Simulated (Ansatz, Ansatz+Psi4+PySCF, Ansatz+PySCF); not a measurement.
```xyz
2

C     0.0000    0.0000    0.1601
H     0.0000    0.0000   -3.2015
```

Basis set: cc-pVTZ (spherical functions). Frozen core: 1 orbital. Correlation on ROHF uses semicanonical orbitals with singles. Charge 0, multiplicity 2.

Computed with Ansatz (development build ahead of 0.2.0); each method stands on the lowest determinant of its kind that the runs found.

**Question.** Give the atomization energy at this shape (free ground-state atoms in the same class of orbitals less the molecule, no zero-point energy) of doublet CH in separate pieces by UHF-CCSD(T), UHF-MP2, ROHF-MP2, UHF.

**Answer.**

| method | atomization energy |
| --- | --- |
| UHF-CCSD(T) | 0.24 kcal/mol |
| UHF-MP2 | 0.17 kcal/mol |
| ROHF-MP2 | -44.61 kcal/mol |
| UHF | 0.02 kcal/mol |

Caution for UHF-CCSD(T), UHF-MP2, UHF: the determinant may break the point group; the unrestricted determinant is a mixture of spin states. Caution for ROHF-MP2: an unrestricted determinant lies well below; bonds are stretched, where a single reference can fail; the molecule lies well above its atoms at this level; the program doubts this total.
